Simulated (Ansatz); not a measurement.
**The magnesium atom (singlet): wave-function methods side by side, aug-cc-pVTZ**

One table from this session's results is given with a row withheld; the runs are named, their logs left out.

Method: aug-cc-pVTZ, core rule «outside noble gas», up to 5 orbitals frozen; program: Ansatz 0.2.0, Gaussian basis.

The runs, in order: UHF; CCSD(T) on RHF; BCCD(T) on RHF; CASSCF and MRCISD+Q, 2 electrons in 4 orbitals; CASSCF and MRCISD+Q(relaxed), 2 electrons in 4 orbitals; CASSCF and NEVPT4(SD), 2 electrons in 4 orbitals; CASSCF and NEVPT2, 2 electrons in 4 orbitals; Full CI.

**The atom**

A free atom, in its lowest state of this spin that the program finds.

1 atom, charge 0, spin multiplicity 1.

The first run:

Input file in.yaml:

```yaml
crystal:
  periodic: [false, false, false]
  atoms:
    - {symbol: Mg, position_ang: [0.000000, 0.000000, 0.000000]}
basis:
  gaussian: {orbitals: aug-cc-pVTZ}
magnetization: {spin_polarized: true, initial_magnetization: 0}
hamiltonian: {xc: hf}
output: {orbitals: {seedname: orbitals}}
```

Started as:

```bash
$ ansatz run in.yaml --threads 1 --pin off --events-out ev --progress --plain --max-ram 2393MiB
```

Steps of the session up to this table: UHF; CCSD(T) on RHF; BCCD(T) on RHF; CASSCF and MRCISD+Q, 2 electrons in 4 orbitals; CASSCF and MRCISD+Q(relaxed), 2 electrons in 4 orbitals; CASSCF and NEVPT4(SD), 2 electrons in 4 orbitals; CASSCF and NEVPT2, 2 electrons in 4 orbitals; Full CI.

One table of the session follows, with a row left open; its other results are not shown here.

| method | from FCI (meV) |
| --- | --- |
| RHF | +918.4 |
| RMP2 | +273.2 |
| RCCSD | 0.0 |
| RCCSD(T) | 0.0 |
| BCCD(T) | 0.0 |
| CASSCF valence | +65.2 |
| NEVPT2 valence | +24.6 |
| NEVPT4(SD) valence | +7.4 |
| MRCISD valence | +3.2 |
| MRCISD+Q valence | ? |
| MRCISD+Q(relaxed) valence | -0.3 |
| FCI | 0 |

Q: Estimate the row for MRCISD+Q valence from the others.

As computed: from FCI (meV): +3.1. In the column «from FCI (meV)» it lies between FCI (0) and MRCISD valence (+3.2).
